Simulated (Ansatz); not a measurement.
# CH6N (doublet): the correlation ladder at distance N1–H4 along a hydrogen transfer = 1.147 Å, cc-pVDZ

The task here is to estimate one member of a computed series from the others.

The runs use Ansatz 0.2.0, Gaussian basis; cc-pVDZ, core rule «outside noble gas», up to 2 orbitals frozen.

The runs, in order: UHF; CCSD(T) on ROHF; CCSD(T) on UHF; BCCD(T) on ROHF; CISD; CCSDT(Q) on ROHF; CCSDT(Q) on UHF; CASSCF and MRCISD+Q, 3 electrons in 3 orbitals; CASSCF and NEVPT2, 3 electrons in 3 orbitals.

## The geometry

The geometry derives from fragments relaxed apart (PBE0/def2-TZVP) and kept rigid, so it is no stationary point. A hydrogen atom is moved between rigid fragments.

8 atoms, charge 0, spin multiplicity 2.

Atoms are counted from 1 here; the program's logs count them from 0.

Bond lengths: N1–H2 1.012 Å, N1–H3 1.012 Å, N1–H4 1.147 Å, H4–C5 1.269 Å, C5–H6 1.080 Å, C5–H7 1.080 Å, C5–H8 1.080 Å. Angles: H2–N1–H3 107.1°, H2–N1–H4 107.1°, H3–N1–H4 107.1°, N1–H4–C5 180.0°, H4–C5–H6 90.0°, H4–C5–H7 90.0°, H4–C5–H8 90.0°, H6–C5–H7 120.0°, H6–C5–H8 120.0°, H7–C5–H8 120.0°.

The first run:

in.yaml reads:

```yaml
crystal:
  periodic: [false, false, false]
  atoms:
    - {symbol: N, position_ang: [-1.150169, -0.017777, -0.027670]}
    - {symbol: H, position_ang: [-1.447449, 0.950057, -0.027670]}
    - {symbol: H, position_ang: [-1.447448, -0.420076, 0.852589]}
    - {symbol: H, position_ang: [-0.003169, -0.017777, -0.027670]}
    - {symbol: C, position_ang: [1.265831, -0.017777, -0.027670]}
    - {symbol: H, position_ang: [1.265831, -1.097799, -0.027670]}
    - {symbol: H, position_ang: [1.265831, 0.522234, 0.907657]}
    - {symbol: H, position_ang: [1.265831, 0.522234, -0.962998]}
basis:
  gaussian: {orbitals: cc-pVDZ}
magnetization: {spin_polarized: true, initial_magnetization: 1}
hamiltonian: {xc: hf}
output: {orbitals: {seedname: orbitals}}
```

Run with:

```bash
$ ansatz run in.yaml --threads 1 --pin off --events-out ev --progress --plain --max-ram 2816MiB --backend cpu
```

Steps of the session up to this table: UHF; CCSD(T) on ROHF; CCSD(T) on UHF; BCCD(T) on ROHF; CISD; CCSDT(Q) on ROHF; CCSDT(Q) on UHF; CASSCF and MRCISD+Q, 3 electrons in 3 orbitals; CASSCF and NEVPT2, 3 electrons in 3 orbitals.

One table of the session follows, with a row left open; its other results are not shown here.

| method | from UCCSDT(Q) (kcal/mol) |
| --- | --- |
| ROHF | +244.98 |
| UHF | +238.74 |
| RMP2 | ? |
| UMP2 | +29.92 |
| CISD | +28.91 |
| RCCSD | +6.71 |
| UCCSD | +6.51 |
| RCCSD(T) | +0.89 |
| UCCSD(T) | +0.91 |
| BCCD(T) | +0.89 |
| RCCSDT | +0.42 |
| UCCSDT | +0.39 |
| RCCSDT(Q) | +0.02 |
| UCCSDT(Q) | 0 |
| CASSCF pair | +230.18 |
| NEVPT2 pair | +29.06 |
| MRCISD pair | +25.81 |
| MRCISD+Q pair | +3.89 |

Estimate the missing values for RMP2.

The run gave: from UCCSDT(Q) (kcal/mol): +28.35. In the column «from UCCSDT(Q) (kcal/mol)» it lies between MRCISD pair (+25.81) and CISD (+28.91).

Caveats from the session: Restricted and unrestricted rows rest on different reference determinants; where their highest levels disagree by more than a few hundredths of an eV, they describe different states and don't form one ladder.
